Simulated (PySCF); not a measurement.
Dipole moment and polarisability across levels of theory

Compound: hydrogen boron sulfide, BHS.
Structure used (PBE0-D3(BJ)/def2-SVP), in Å, numbered top down from 1:
```
atom  x, y, z in Å
B1    -0.1309   -0.0023   -0.0069
S2     1.4740    0.0046   -0.0232
H3    -1.3201   -0.0074    0.0051
```

PySCF, dipoles from the SCF density, polarisabilities from static response with core orbitals frozen. Isolated species at its PBE0-D3(BJ)/def2-SVP geometry, gas phase.

Reference dipole: 1.298 D (measured, gas; NIST CCCBDB Release 22 (SRD 101), experimental dipoles). Reference dipole: 1.375 D (computed, CCSD(T)/CBS, all electrons, equilibrium geometry, gas; Hait, Head-Gordon, J. Chem. Theory Comput. 14 (2018) 1969). Reference polarisability: 5.033 Å³ (computed, CCSD(T)/CBS, static electronic, isotropic average, equilibrium geometry, gas; Hait, Head-Gordon, Phys. Chem. Chem. Phys. 20 (2018) 19800). Errors are taken against the first value of each kind. The anisotropy is √(½[(α1 − α2)² + (α2 − α3)² + (α3 − α1)²]).

| level | μ (D) | error (%) | α (au) | error (%) | anisotropy (au) |
| --- | --- | --- | --- | --- | --- |
| LDA/def2-SVPD | 1.253 | -3.5 | 35.07 | +3.2 | 16.57 |
| PBE/def2-SVPD | 1.264 | -2.6 | 34.94 | +2.9 | 16.61 |
| B3LYP/def2-SVPD | 1.435 | +10.5 | 34.64 | +2.0 | 16.33 |
| PBE0/def2-SVPD | 1.481 | +14.1 | 34.23 | +0.8 | 16.14 |
| BHandHLYP/def2-SVPD | 1.675 | +29.0 | 34.01 | +0.1 | 15.85 |
| CAM-B3LYP/def2-SVPD | 1.547 | +19.2 | 34.32 | +1.0 | 16.17 |
| wB97X-D/def2-SVPD | 1.628 | +25.5 | 34.21 | +0.7 | 15.89 |
| LC-wPBE/def2-SVPD | 1.660 | +27.9 | 33.47 | -1.5 | 15.97 |
| HF/def2-SVPD | 2.060 | +58.7 | 33.82 | -0.4 | 14.99 |
| PBE0/6-31G* | 1.605 | +23.6 | 24.56 | -27.7 | 26.73 |
| PBE0/def2-SVP | 1.380 | +6.3 | 24.72 | -27.2 | 22.50 |
| PBE0/6-31+G* | 1.585 | +22.1 | 27.87 | -17.9 | 25.88 |
| PBE0/aug-cc-pVDZ | 1.523 | +17.4 | 33.94 | -0.1 | 17.20 |
| PBE0/def2-TZVP | 1.442 | +11.1 | 30.78 | -9.4 | 19.78 |
| PBE0/def2-TZVPD | 1.459 | +12.4 | 34.55 | +1.7 | 16.43 |
| PBE0/aug-cc-pVTZ | 1.486 | +14.5 | 34.52 | +1.6 | 16.40 |

For the dipole, the smallest error is 2.6% (PBE/def2-SVPD) and the largest 58.7% (HF/def2-SVPD). For the polarisability, the smallest error is 0.1% (PBE0/aug-cc-pVDZ and BHandHLYP/def2-SVPD) and the largest 27.7% (PBE0/6-31G*). The dipole runs from 1.25 D (LDA/def2-SVPD) to 2.06 D (HF/def2-SVPD). In one basis (def2-SVPD) the functionals order the polarisability from LC-wPBE (lowest) to LDA (highest), a spread of 5%. With PBE0 the polarisability is 26.69 au without diffuse functions (mean of 6-31G*, def2-SVP and def2-TZVP) and 33.02 au with them (mean of 6-31+G*, def2-SVPD, aug-cc-pVDZ, def2-TZVPD and aug-cc-pVTZ). Measured values can belong to vibrating molecules; the computed ones are for one fixed geometry.
